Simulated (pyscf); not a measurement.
Thermochemistry of product channels of Cl–GaH₂ + H atom (H•) on the doublet surface, in kJ/mol, from ωB97M-D3(BJ)/def2-TZVP energies (ideal gas, 1 atm, RRHO with modes under 100 cm⁻¹ raised to 100, one conformer, R ln 2 for rigid chiral ones). Structures and frequencies: ωB97X-D3(BJ)/def2-SVP in PySCF.

```csv
products,ΔE,ΔH(298 K),ΔG(600 K),ΔG(1200 K)
[Cl–GaH]• + hydrogen (H₂),-109.0,-102.9,-115.9,[?]
hydrogen chloride (HCl) + GaH₂•,[?],+18.2,-0.6,-13.4
```

Question: What belongs in the gaps?

Answer: 
- [Cl–GaH]• + hydrogen (H₂), ΔG(1200 K): -126.2
- hydrogen chloride (HCl) + GaH₂•, ΔE: +10.8

These are energies of the channels, which say nothing of barriers. Elements up to Kr have no core potential and no relativistic terms here.
